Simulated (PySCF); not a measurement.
All values below come from CAM-B3LYP-D3(BJ)/def2-TZVP in PySCF 2.14.0. Isolated molecules, 0 K electronic values unless said otherwise. Delta-SCF ions had no search for a lower state. 

Reference species (SMILES): `ClB(Cl)Cl` (neutral, multiplicity 1).

- vertical ionisation energy (Delta-SCF) = 11.58 eV
- HOMO = -10.46 eV

Changed species: `ClB(N)Cl` (1 of 3 Cl replaced by NH2; the reference has 0 of 3 Cl replaced by NH2).

Q: Predict the effect on the vertical ionisation energy (Delta-SCF) and HOMO.

A: the vertical ionisation energy (Delta-SCF) drops by 0.60 eV, to 10.98 eV; the HOMO goes up by 0.47 eV, to -9.99 eV.
